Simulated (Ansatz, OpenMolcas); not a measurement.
**A ladder of methods for SiO (SMILES O=[Si])**

SiO has 2 atoms, charge 0, and is taken as a singlet. SMILES: `O=[Si]`. The shape is that of a PBE0-D4/def2-TZVP optimisation.

```tsv
atom	x (Å)	y (Å)	z (Å)
O	-0.6407	0.2315	-0.3240
Si	0.6407	-0.2315	0.3240
```

Quantity: the energy change with the O1–Si2 bond stretched from 1.509 to 2.263 Å, in eV. The values are calculated.

| level | kind | program | value (eV) | less FCI/STO-3G | CPU time (all runs) |
| --- | --- | --- | --- | --- | --- |
| PBE/STO-3G (restricted) | GGA | Ansatz | 5.24 | +0.41 | 1 s |
| r2SCAN/STO-3G (restricted) | meta-GGA | OpenMolcas | 5.81 | +0.98 | 6.8 s |
| r2SCAN0/STO-3G (restricted) | hybrid meta-GGA | Ansatz | 6.75 | +1.92 | 2.8 s |
| wB97M-V/STO-3G (restricted) | range-separated hybrid | Ansatz | 7.04 | +2.21 | 13 s |
| wB97X/STO-3G (restricted) | range-separated hybrid | Ansatz | 7.05 | +2.22 | 4.2 s |
| B2PLYP/STO-3G (restricted) | double hybrid | Ansatz | 5.45 | +0.62 | 1.9 s |
| RPA@PBE/STO-3G (restricted) | RPA | Ansatz | 4.68 | -0.15 | 1.8 s |
| BCCD(T)/STO-3G (restricted) | coupled cluster or CI | Ansatz | 4.50 | -0.33 | 0.47 s |
| FCI/STO-3G | exact in the basis | Ansatz | 4.83 | 0.00 | 0.58 s |

FCI/STO-3G is exact within its basis and frozen core, so for wave-function methods in that basis the difference is their error; functionals converge differently with the basis, so for them it is only a difference. The first shape isn't each level's own minimum. The values span 4.50 to 7.05 eV. All rows use very small basis sets, so even the best lies far from the true value. CPU times are rough (shared hosts, several kinds of processor): they show what a rung costs within a factor of a few.
